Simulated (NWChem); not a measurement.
# Total energies of CH (+1)

```xyz
2

C      0.0000     0.0000     0.1639
H      0.0000     0.0000    -0.9833
```
Charge +1, spin multiplicity 1.

Everything below was run with NWChem. All single points use one geometry, from PBE0/def2-SVP, a minimum by its harmonic frequencies.

Basis set: def2-QZVP (87 functions).

```
method                        total energy (Ha)
----------------------------  -----------------
RHF                                   -37.90922
MP2                                   -37.99966
B2PLYP                                -38.06463
PBE                                   -38.02844
B3LYP                                 -38.09507
LC-wPBE (omega 0.3 per bohr)          -38.04228
CCSD(T)                               -38.02986
```

Total energies of different functionals aren't comparable as a measure of quality: only differences taken within one method are. 

The correlated methods keep 1 core orbital frozen. B3LYP has NWChem's definition, with VWN1-RPA local correlation. The structure started from a generated list of species. No row is a measurement; the coupled-cluster row has its own basis-set and correlation limits.
